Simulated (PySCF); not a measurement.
Telling isomers of C₄H₄F₂ apart by NMR

Theory: B3LYP/pcJ-1 coupling constants (spin–dipole term left out of most H,H and C,H couplings), PBE0/pcSseg-1 with gauge-including orbitals, GFN2-xTB structure, in PySCF (gas phase, non-relativistic, one conformer, equivalent nuclei averaged).

Shifts are taken against calculated references (same method and geometry level): TMS for $^{1}$H (σref 31.72), $^{13}$C (σref 186.93). Multiplet labels drop J under 1 Hz and among equivalent protons, and merge close values. Unscaled 3J(H,H) run several per cent high. One-bond C–F couplings are unscaled and too large by tens of Hz. Shifts are as computed. Against solution values, carbons near 30 ppm lie about +3 ppm off and those near 130 ppm about +5 ppm. Of 1309 compounds with measured shifts, 239 miss one by over three times the rms of a fit or turn the order of signals round; such compounds aren't used in these exercises.

(1) Tabulate the signals of `C=C/C(F)=C\F`, `F/C=C\C=C/F` and their relative energies.

(2) What is the quickest way to tell C=C/C(F)=C\F from F/C=C\C=C/F?

Results:

(1) 
```json
{"SMILES": "C=C/C(F)=C\\F", "carbon types": "1×C 2×CH 1×CH2", "δC": "162.9, 150.7, 129.9, 121.9", "δH": "7.49 (m, 1H), 6.85 (m, 1H), 5.91 (dtd, 1H), 5.68 (dtd, 1H)", "E rel. (kcal/mol)": "4.5"}
{"SMILES": "F/C=C\\C=C/F", "carbon types": "4×CH", "δC": "158.2, 109.6", "δH": "6.81 (m, 2H), 6.09 (m, 2H)", "E rel. (kcal/mol)": "0.0"}
```

Energies are electronic energies at PBE0/pcSseg-1 on these geometries, without zero-point or thermal terms, each for the one conformer computed, which needn't be the lowest.

(2) Count the carbon signals: 4 against 2. The first has a fully substituted alkene carbon (C) at 162.9 ppm, the second an alkene CH at 109.6 ppm. Their most deshielded carbons lie at 162.9 and 158.2 ppm. In the proton spectra the most deshielded non-exchanging signals are 7.49 (m, 1H) and 6.81 (m, 2H).
